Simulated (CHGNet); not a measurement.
## fcc Rh

These are the machine-learned potential CHGNet-r²SCAN (trained on r²SCAN data) values and carry that method's errors.

Cell (relaxed at this level):

```cif
data_Rh
_chemical_formula_sum 'Rh1'
_space_group_name_H-M_alt 'P 1'
_space_group_IT_number 1
_cell_length_a 2.69118
_cell_length_b 2.69118
_cell_length_c 2.69118
_cell_angle_alpha 60.000
_cell_angle_beta 60.000
_cell_angle_gamma 60.000
loop_
_space_group_symop_operation_xyz
  'x, y, z'
loop_
_atom_site_label
_atom_site_type_symbol
_atom_site_fract_x
_atom_site_fract_y
_atom_site_fract_z
_atom_site_occupancy
Rh1 Rh 0.00000 0.00000 0.00000 1
```

| Quantity | Result |
|---|---|
| lattice constant a | 3.806 Å |
| volume per atom | 13.78 Å³/atom |

Measured, for comparison: lattice constant a 3.794 Å, equilibrium volume per atom 13.65 Å³/atom (static lattice: zero-point anharmonic expansion removed; as tabulated in Mejia-Rodriguez and Trickey (2018), arXiv:1807.09216). Computed (rounded) less measured: lattice constant a +0.3 %, equilibrium volume per atom +1.0 %.

A machine-learned potential is trained on density-functional data: it inherits that level's misses and adds fitting errors of its own.

Note: the model gives imaginary modes for this phase (in the spectrum interpolated from a supercell); the model's elastic tensor is not positive definite here.
